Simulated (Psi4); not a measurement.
Reaction (SMILES): O=CO + 3 [H][H] (H2) → C (CH4) + 2 O (H2O)
B3LYP-D3(BJ)/def2-TZVP geometries, fixed; electronic energies without zero-point terms.

Basis-set convergence of the energy of full hydrogenation at HF with Psi4. Cartesian d functions, on some or all atoms, in 6-31G*, 6-31G**, 6-31+G*; all else is spherical. Density fitting with the program's default auxiliary sets. Psi4's default fitting sets serve the pcseg sets less well. Species with rotatable bonds are taken in one conformer. No added dispersion term, no relativity. Functions are those of the species that has most. Reference: the value in def2-QZVPPD, -56.68 kcal/mol, itself unsure by roughly 0.66 kcal/mol (its mean distance from def2-QZVPP, cc-pVQZ). Deviations are taken from unrounded values.

```tsv
basis	functions	energy of full hydrogenation (kcal/mol)	minus reference (kcal/mol)
6-31G	31	-66.27	-9.58
pcseg-0	31	-58.80	-2.12
6-31G*	49	-47.06	9.63
def2-SVP	52	-53.17	3.52
6-31G**	55	-53.26	3.42
6-31+G*	61	-51.81	4.87
def2-SVPD	82	-61.25	-4.57
jun-cc-pV(T+d)Z	145	-57.08	-0.40
def2-TZVPPD	151	-57.23	-0.55
6-311++G(3df,3pd)	153	-56.05	0.63
cc-pVQZ	225	-55.65	1.04
pcseg-3	246	-56.60	0.08
def2-QZVPPD	261	-56.68	0.00
```
